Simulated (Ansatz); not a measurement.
A nudged elastic band was laid between two geometries of CH6Si (8 atoms, charge 0, multiplicity 1).

Theory: RKS PBE0-D4/def2-SVP (Ansatz).

| Quantity | Value |
| --- | --- |
| movable images | 7 |
| climbing image | yes |
| spring | 5.0 eV/Å² |
| optimiser | lbfgs |
| start path | through a guess of the saddle point |
| force threshold | 0.05 eV/Å |
| iteration limit | 60 |
| end points | relaxed |

First end point:

```xyz
8
Properties=species:S:1:pos:R:3
Si 0.381 0.011 0.051
C 0.871 -0.012 1.865
H -0.014 -0.125 2.509
H 1.555 -0.849 2.074
H 1.380 0.923 2.144
H 1.587 0.163 -0.821
H -0.547 1.150 -0.232
H -0.311 -1.260 -0.327
```

Last end point:

```xyz
8
Properties=species:S:1:pos:R:3
Si 0.156 0.010 -0.870
C 1.210 0.016 1.740
H 0.145 -0.178 1.906
H 1.812 -0.800 2.159
H 1.493 0.984 2.172
H 1.486 0.061 0.652
H -0.749 1.058 -0.216
H -0.651 -1.152 -0.281
```

Question: What changes between the two ends?

Answer: Bonds broken: Si1–C2, Si1–H6. Bonds formed: C2–H6. CH6Si becomes CH4 + H2Si.

Question: What energy profile does the band end with?

Answer: It converged. The highest image is number 5 of 0 to 8, 3.07 eV above the first end and 0.80 eV above the last; the last end lies 2.27 eV above the first. Neighbouring images differ by up to 1.3 eV, so the band resolves the path poorly. Another band between the same ends (7 images) ends at a top of the same energy, where a vibrational analysis finds 1 clearly imaginary mode. The orbitals stay closed-shell, which can raise the energy where a bond breaks towards radicals; this wasn't checked here.

```tsv
image	path coordinate (Å)	energy (eV)	Si1–C2 (Å)	Si1–H6 (Å)	C2–H6 (Å)
0	0.00	0.00	1.88	1.50	2.79
1	0.33	0.03	1.87	1.49	2.67
2	0.66	0.31	1.86	1.48	2.41
3	0.99	1.11	1.90	1.46	2.09
4	1.34	2.41	2.05	1.45	1.79
5	1.68	3.07	2.26	1.52	1.51
6	2.00	2.66	2.42	1.66	1.24
7	2.32	2.32	2.67	1.86	1.14
8	2.64	2.27	2.82	2.02	1.12
```

Question: What is the geometry of the highest image?

Answer: 
```xyz
8
Properties=species:S:1:pos:R:3:forces:R:3
Si 0.271 0.015 -0.458 0.00 0.00 0.00
C 1.001 -0.002 1.677 -0.01 0.00 -0.01
H 0.062 -0.290 2.163 -0.01 0.01 -0.03
H 1.782 -0.729 1.942 -0.01 0.00 0.00
H 1.301 1.009 1.976 -0.01 0.00 -0.02
H 1.594 -0.005 0.290 0.01 0.00 -0.01
H -0.561 1.214 -0.130 0.01 0.00 0.05
H -0.546 -1.213 -0.198 0.02 0.00 0.02
```

The band took 54 iterations and of the order of 8 core-minutes.

Run time: 8.2 min on 1 thread of Arm Neoverse V1 (shared host), peak memory 0.11 GiB.
